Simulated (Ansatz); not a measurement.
Computed with Ansatz on PBE0-D4/def2-TZVP structures; ΔE is electronic, products minus reactants. CBS: MP2 limit from def2 TZ/QZ plus the TZ coupled-cluster correction, frozen cores. This one scheme is used for every species. DFT in def2-TZVPP. No spin–orbit coupling; open shells (•) take unrestricted orbitals.

`N#C[SiH3]` + `[OH]`• → `N#C[SiH2]`• + H₂O  (hydrogen abstraction from the Si–H bond)

`N#C[SiH3]`:

```xyz
6

N     0.731   -1.394   -1.830
C     0.381   -0.729   -0.958
Si   -0.177    0.338    0.444
H     0.009    1.746    0.032
H     0.659    0.005    1.617
H    -1.603    0.034    0.694
```

`[OH]`•:

Z-matrix (Å, degrees):
```
O
H 1 0.973
```

`N#C[SiH2]`•:

```xyz
5

N    -0.871   -2.018   -0.426
C    -0.348   -1.013   -0.205
Si    0.598    0.514    0.146
H     0.433    1.463   -0.978
H     0.188    1.054    1.462
```

H₂O:

```xyz
3

O    -0.136    0.365    0.009
H    -0.042   -0.241    0.747
H     0.178   -0.123   -0.756
```

(1) Is it downhill or uphill in electronic energy at CCSD(T)/CBS, and by how much? (Estimate.)

(2) What do these levels give: r2SCAN-D4, PBE-QIDH, BLYP, LC-ωPBE, SCS-MP2/def2-TZVPP, MP2/def2-QZVPP? (Best estimate.)

Largest T1 diagnostic among the species: 0.027.

Results:

(1) The calculation gave: Downhill: ΔE = -1.26 eV.

(2) The calculation gave: r2SCAN-D4 -1.30, PBE-QIDH -1.24, BLYP -1.31, LC-ωPBE -1.27, SCS-MP2/def2-TZVPP -1.07, MP2/def2-QZVPP -1.33 eV.

Leaving LDA and LC-ωPBE aside and taking each functional with its dispersion term where it has one, the values, not all of them listed here, spread over 0.51 eV, from PBE-D4 to BHLYP-D4. LDA lies −0.38 eV from PBE without D4. At CCSD(T), def2-SVP lies +0.22 eV from the extrapolated value and def2-TZVPP +0.08 eV. From PBE to PBE0 (25 % exact exchange), in def2-TZVPP and without D4, ΔE moves by +0.18 eV.
